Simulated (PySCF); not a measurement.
Molecule: `C#CCO`, C3H4O.

Geometry:
```json
{"atom": "C1", "x (Å)": "1.765", "y (Å)": "-0.501", "z (Å)": "0.870"}
{"atom": "C2", "x (Å)": "0.733", "y (Å)": "-0.254", "z (Å)": "0.289"}
{"atom": "C3", "x (Å)": "-0.504", "y (Å)": "0.025", "z (Å)": "-0.434"}
{"atom": "O4", "x (Å)": "-1.329", "y (Å)": "0.874", "z (Å)": "0.316"}
{"atom": "H5", "x (Å)": "2.682", "y (Å)": "-0.709", "z (Å)": "1.389"}
{"atom": "H6", "x (Å)": "-0.231", "y (Å)": "0.466", "z (Å)": "-1.415"}
{"atom": "H7", "x (Å)": "-0.995", "y (Å)": "-0.946", "z (Å)": "-0.655"}
{"atom": "H8", "x (Å)": "-2.120", "y (Å)": "1.045", "z (Å)": "-0.205"}
```

Spin–spin couplings on one PBE0-D3(BJ)/def2-SVP geometry, PySCF 2.14.0 with density-fitted response routines, gas phase, non-relativistic, equivalent pairs averaged; isotopes 13C, 1H; basis pcJ-1.

Reference values (Hz): 1J(C1,H5) = 248.0 (measured; liquid or solution (compiled); San Fabian, Garcia de la Vega, Suardiaz et al., Magn. Reson. Chem. 2013, 51, 775 (SI)).

Question: How do the couplings (Hz) change with the functional? Times are CPU seconds on shared hosts with different chips, so compare them loosely.

Answer: 
```
functional  functions  1J(C1,H5)  abs. error  core-s
       LDA        148      218.4        29.6     6.8
       PBE        148      253.1         5.1      10
       KT2        148      278.9        30.9      11
     B3LYP        148      274.2        26.2      14
      PBE0        148      259.8        11.8      11
     B97-2        148      249.7         1.7      11
 BHandHLYP        148      291.8        43.8     8.4
 CAM-B3LYP        148      269.7        21.7      16
```

Errors compare magnitudes, without vibrational corrections. Closest: B97-2; furthest: BHandHLYP. Left out for a near triplet instability: HF/pcJ-1.
